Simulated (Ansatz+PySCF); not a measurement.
A calculation with PySCF 2.14.0.

```python
from pyscf import gto, scf, cc

mol = gto.M(atom="""
B 0.000000 0.000000 0.000000
C 0.736340 0.981780 2.125620
""", basis='6-31g', charge=1, spin=0)
mf = scf.UHF(mol)
mf.kernel()
mycc = cc.CCSD(mf, frozen=2).run()
et = mycc.ccsd_t()
print(mf.e_tot, mycc.e_corr, et, mycc.e_tot + et)
```

The script is written out from the run's settings.

Results

```
Converged                       : yes
Reference energy                : -61.86620 hartree
CCSD correlation energy         : -0.12886 hartree
Triples correction              : -0.00226 hartree
Total energy                    : -61.99733 hartree
Spin squared of the determinant : 0.000
```

This is not the lowest solution: another run reaches a determinant 1.23 eV lower.
